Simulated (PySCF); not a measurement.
## Core-level binding energies of `N#C[C-](F)F`

Compound: C₂F₂N (charge -1).
SMILES with atom numbers: `[N:1]#[C:2][C-:3]([F:4])[F:5]`

Computed with delta-SCF UKS SCAN, pcX-2 on the ionised atom, pcseg-1 elsewhere, spin-free X2C (PySCF). Binding energies are ΔSCF values: E(core-ionised, relaxed orbitals) − E(ground state) at a fixed geometry, referred to the vacuum level.

Question: Give the core binding energies atom by atom.

Answer: 
| atom(s) | bonded to | level | binding energy (eV) | above the level's lowest (eV) | count |
| --- | --- | --- | --- | --- | --- |
| N1 | C (triple bond) | N 1s | 399.01 | 0.00 | 1 |
| C2 | N (triple bond) and C | C 1s | 286.27 | 0.00 | 1 |
| C3 | 2 F and C | C 1s | 288.13 | +1.86 | 1 |
| F4/F5 | C | F 1s | 686.93 | 0.00 | 2 |

The listed C 1s values span 1.86 eV, from C2 (bonded to N (triple bond) and C) to C3 (bonded to 2 F and C). Summing the Pauling electronegativity differences to the bonded atoms, each weighted by its formal bond order, gives +1.47 for the lowest site and +2.86 for the highest.

Question: Give the binding energy of F 1s of F4/F5 in hartree and in kJ/mol.

Answer: 686.93 eV = 25.2442 Eh = 66279 kJ/mol.

Atoms equivalent by their bonding share one computed value, that of the first of them. The species carries charge -1, so core ionisation leaves a neutral species. The basis sets have no added diffuse functions. Isolated species at its PBE0-D3(BJ)/def2-SVP geometry, gas phase. The geometry's basis has no diffuse functions, a weakness for an anion.

On one thread, Arm Neoverse V1, no GPU (shared host), this took 11 s wall.
